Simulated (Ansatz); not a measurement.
Coupled-cluster run, `FC1CCCC1`.

```yaml
crystal:
  periodic: [false, false, false]
  atoms:
    - {symbol: F, position_ang: [-1.982121, 0.263202, 0.836131]}
    - {symbol: C, position_ang: [-1.220970, 0.036610, -0.313946]}
    - {symbol: C, position_ang: [-0.383120, -1.224121, -0.115576]}
    - {symbol: C, position_ang: [1.025845, -0.744186, 0.289910]}
    - {symbol: C, position_ang: [0.888213, 0.764184, 0.515213]}
    - {symbol: C, position_ang: [-0.217968, 1.163169, -0.455248]}
    - {symbol: H, position_ang: [-1.932017, -0.033209, -1.140790]}
    - {symbol: H, position_ang: [-0.856494, -1.841524, 0.649671]}
    - {symbol: H, position_ang: [-0.358531, -1.814927, -1.033693]}
    - {symbol: H, position_ang: [1.733146, -0.933591, -0.522319]}
    - {symbol: H, position_ang: [1.407382, -1.264785, 1.169592]}
    - {symbol: H, position_ang: [1.821496, 1.306058, 0.351992]}
    - {symbol: H, position_ang: [0.562372, 0.968292, 1.538790]}
    - {symbol: H, position_ang: [-0.670743, 2.136027, -0.257155]}
    - {symbol: H, position_ang: [0.161509, 1.168001, -1.483272]}
basis:
  gaussian: {orbitals: def2-SVP}
correlation: {method: ccsd_t}
```

```sh
$ ansatz run in.yaml --threads 4 --pin off --events-out ev --progress --plain --max-ram 11315MiB
```

Log, shortened:

```
Functional definition: HF
1321 factors; integrals over basis functions are off by at most 1.5e-3 eV
mean field evaluation 1: about -7991.2088 eV, gradient 3.5e1 eV
mean field evaluation 2: about -7991.3601 eV, gradient 3.5e1 eV
mean field evaluation 4: about -7994.6398 eV, gradient 4.2e0 eV
mean field evaluation 8: about -7994.6896 eV, gradient 2.1e-1 eV
mean field -7994.68970934 eV, -293.7994278229 hartree, gradient 2.1e-6 eV, S^2 0.000000; 0 other end points of the search recorded, 0 dependent functions left out
6 core orbitals not correlated: weight in the atoms' cores, before any rotation towards them, 1.000 or more for the frozen orbitals, at most 0.000 for the correlated occupied ones
reference -7994.68970934 eV, -293.7994278229 hartree; 18, 18 occupied and 105, 105 virtual orbitals, 1321 factors
second order -24.04803578 eV of doubles, -0.00000000 eV of singles
cycle   1  -25.02311585 eV  change   -9.8e-1 eV  update   9.6e-2
cycle   2  -25.59671345 eV  change   -5.7e-1 eV  update   2.7e-2
cycle   3  -25.71533741 eV  change   -1.2e-1 eV  update   1.2e-2
cycle   4  -25.71624240 eV  change   -9.0e-4 eV  update   2.5e-3
cycle   5  -25.71689366 eV  change   -6.5e-4 eV  update   9.2e-4
cycle   6  -25.71728196 eV  change   -3.9e-4 eV  update   2.2e-4
cycle   7  -25.71723332 eV  change    4.9e-5 eV  update   7.8e-5
cycle   8  -25.71721162 eV  change    2.2e-5 eV  update   2.2e-5
perturbative correction -0.73111679 eV, -0.0268680465 hartree
Total energy: -8021.13803775 eV, -294.7713859648 hartree
```

Run time 19 s (4 threads of an Arm Neoverse V1 on a shared host); peak host memory 0.96 GiB.

The correlation energy is -26.448 eV, 2.8 % of it from (T); the T1 diagnostic reads 0.0085.
